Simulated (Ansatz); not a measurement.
# What a trial cell of AgPb₂ relaxes into

All numbers below come from DFT PBE, scalar-relativistic, plane waves, PAW (Ansatz). Cutoff 420 eV, Γ-centred k mesh, Gaussian smearing, no spin polarisation in the final step.

The start puts AgPb₂ on the MoSi2 (C11b) structure type (I4/mmm, No. 139), with Ag in place of Mo, Pb in place of Si, at a guessed volume.

```xyz
3
Lattice="-1.9988 1.9988 4.9034 1.9988 -1.9988 4.9034 1.9988 1.9988 -4.9034" Properties=species:S:1:pos:R:3 pbc="T T T"
Ag    0.0000    0.0000    0.0000
Pb    0.0000    0.0000    6.5215
Pb    0.0000    0.0000    3.2853
```

Cell and atoms relax at zero pressure; the relaxation can't lower the symmetry of the start.

The zero of energy is the elements' standard structures at the same level; no fitted shifts are applied.

Problem. Which crystal results?

Solution. It keeps I4/mmm (No. 139), but not the shape of the type it started on. Conventional cell: a = 3.456 Å, c = 13.534 Å. Ag has 8 Pb at 3.15 Å and 4 Ag at 3.46 Å; Pb is coordinated by 4 Ag at 3.15 Å, 4 Pb at 3.46 Å, 4 Pb at 3.72 Å and 1 Pb at 3.97 Å.

Space group I4/mmm (No. 139). a = 3.456 Å, b = 3.456 Å, c = 13.534 Å, α = 90.00°, β = 90.00°, γ = 90.00°
```csv
atom,site,symmetry,x,y,z
Ag,2a,4/mmm,0.0000,0.0000,0.0000
Pb,4e,4mm,0.5000,0.5000,0.1466
```

Problem. What are its volume, energy, density and gap?

Solution. The volume per atom is 26.95 Å³ and the density is 10.73 g/cm³. The energy over the elements is 0.05 eV/atom and the gap on the 16×16×16 mesh is 0 eV (a metal).

The final run used a 16×16×16 mesh on its 3-atom cell and 0.10 eV smearing. The k mesh leaves about 4 meV/atom of noise in metals. Spin–orbit coupling is left out. A structure relaxed within its symmetry needn't be a true minimum. The steps took roughly 20 core-minutes in all.